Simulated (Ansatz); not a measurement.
# HBSi, singlet in 6-31G: errors against full CI

Geometry: a point of a stretch scan, not a stationary point.

```
atom   x (Å)   y (Å)    z (Å)
  Si  0.0000  0.0000   2.3873
   B  0.0000  0.0000  -0.6007
   H  0.0000  0.0000  -1.7866
```

Basis 6-31G; Ansatz 0.2.0. Only valence electrons are correlated (noble-gas cores frozen), which leaves 8 electrons in 18 orbitals. R marks a restricted (for open shells ROHF) determinant, U an unrestricted one. Active spaces: valence = (8e, 9o) chosen from the atoms' valence shells; pair = (2e, 2o) about the gap.

Full CI is exact within this basis and frozen core; it isn't the basis-set limit. The frozen core follows each run's orbitals, which can shift R against U totals by a few meV.

The determinant fills πx and πy unequally, so it is a mixture of Σ and Δ, which weighs on every level built on one determinant.

RHF is unstable: UHF (⟨S²⟩ = 1.65) lies 1.04 eV below the lowest RHF solution. Higher spins weren't run at this geometry and may lie near or lower.

```
UHF ⟨S²⟩                            : 1.645
⟨S²⟩ of the determinant under UCCSD : 1.000
T1 diagnostic (RCCSD)               : 0.1485
largest doubles amplitude (RCCSD)   : 0.228
```

| level | E − E(full CI) (mEh) | share of correlation (%) | wall time |
| --- | --- | --- | --- |
| RHF | 130.66 | 0.00 | – |
| UHF† | 92.44 | – | 0.69 s |
| RMP2 | 62.97 | 51.81 | – |
| UMP2† | 36.27 | – | – |
| CISD | 28.73 | 78.02 | 0.42 s |
| RCCSD* | 14.22 | 89.12 | – |
| UCCSD*† | -7.72 | – | – |
| RCCSD(T)* | 5.63 | 95.69 | 0.99 s |
| UCCSD(T)*† | -13.18 | – | 4.5 s |
| BCCD(T)* | 8.16 | 93.76 | 1.1 s |
| RCCSDT | 2.44 | 98.13 | – |
| UCCSDT*† | -17.33 | – | – |
| CISDTQ | 3.09 | 97.63 | 2.3 s |
| RCCSDT(Q) | -2.77 | 102.12 | 2 s |
| UCCSDT(Q)*† | -18.75 | – | 8 s |
| RCCSDTQ* | 0.28 | 99.78 | 19 s |
| UCCSDTQ*† | -18.79 | – | 62 s |
| CASSCF (pair space) | 112.96 | 13.55 | – |
| NEVPT2 (pair space) | 54.43 | 58.34 | 0.57 s |
| CASSCF (valence space) | 31.49 | 75.90 | – |
| NEVPT2 (valence space) | 9.89 | 92.43 | 6 s |
| MRCISD (valence space) | 0.94 | 99.28 | – |
| MRCISD+Q (valence space) | 0.17 | 99.87 | 8 s |

An asterisk marks runs whose energy the program itself flagged as in doubt. A dagger marks rows that describe another state than the reference (another or a broken symmetry, a higher spin or other natural occupations), so the difference holds a gap between states beside the method's error.

The correlation energy at full CI, counted from RHF, is -3.555 eV. That run took 28 s on 1 thread of Arm Neoverse V2, shared host over 2,341,648 determinants.

Times hold each run's SCF and search for its determinant on a shared host, so for small cases they say little of a method's own cost; they ran on 1 thread of Arm Neoverse V2.

Not variational, and here over 5 meV under the exact energy: RCCSDT(Q).

Unrestricted levels hold only the spin's projection, and here they fall towards a lower state of higher spin.

The full-CI state has the irrep A1 of C2v, in the program's axes (one component, if the state is degenerate).

Natural occupations of full CI about the gap: 1.964 1.951 1.790 0.867 0.823 0.187 0.185 0.176 0.020 0.007; effectively unpaired electrons, Σ n²(2−n)², 2.39. No single determinant describes this state well, so single-reference rows can miss without a flag.
